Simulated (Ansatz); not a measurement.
The first iterations of a band of H7PSi2 (10 atoms, charge 0, multiplicity 1).

All numbers below come from RKS B3LYP-D4/def2-SVPD (Ansatz 0.2.0).

* movable images: 5
* climbing image: from the first iteration
* spring: 5.0 eV/Å²
* optimiser: lbfgs
* start path: through a guess of the saddle point
* force threshold: 0.05 eV/Å
* iteration limit: 60
* end points: relaxed

Initial state:

```xyz
10
Properties=species:S:1:pos:R:3
Si -1.231 0.692 -0.674
Si 0.251 -1.043 -0.113
P 1.950 -0.357 1.255
H -2.332 0.224 -1.568
H -0.480 1.779 -1.368
H -1.832 1.252 0.572
H 0.878 -1.616 -1.341
H -0.468 -2.142 0.596
H 1.094 0.349 2.156
H 2.253 0.810 0.487
```

Final state:

```xyz
10
Properties=species:S:1:pos:R:3
Si -1.368 0.729 -0.800
Si 0.138 -0.855 0.069
P 1.459 0.185 1.618
H -2.266 0.107 -1.816
H -0.613 1.842 -1.446
H -2.201 1.295 0.300
H 0.922 -1.483 -1.036
H -0.611 -1.932 0.779
H 2.425 -0.867 1.687
H 2.199 0.926 0.647
```

| iteration | highest image above the first end (eV) | largest band force component (eV/Å) |
| --- | --- | --- |
| 1 | 4.718 | 18.220 |
| 2 | 1.940 | 4.400 |
| 3 | 1.814 | 1.906 |
| 4 | 1.638 | 1.369 |
| 5 | 1.374 | 1.567 |
| 6 | 1.344 | 1.176 |
| 7 | 1.224 | 2.038 |
| 8 | 1.214 | 0.628 |
| 9 | 1.195 | 0.518 |
| 10 | 1.156 | 0.872 |
| 11 | 1.152 | 0.460 |

Does the band converge within its limit, and where does its top end?

The forces met the threshold. It ended after 35 iterations with the highest image 1.105 eV above the first end. Another band between the same ends (5 images) ends at a top of the same energy, where a vibrational analysis finds 2 clearly imaginary modes.

Run time: 6.1 min on 2 threads of Intel(R) Xeon(R) 6975P-C (Granite Rapids), with other jobs on the host, peak memory 0.33 GiB.
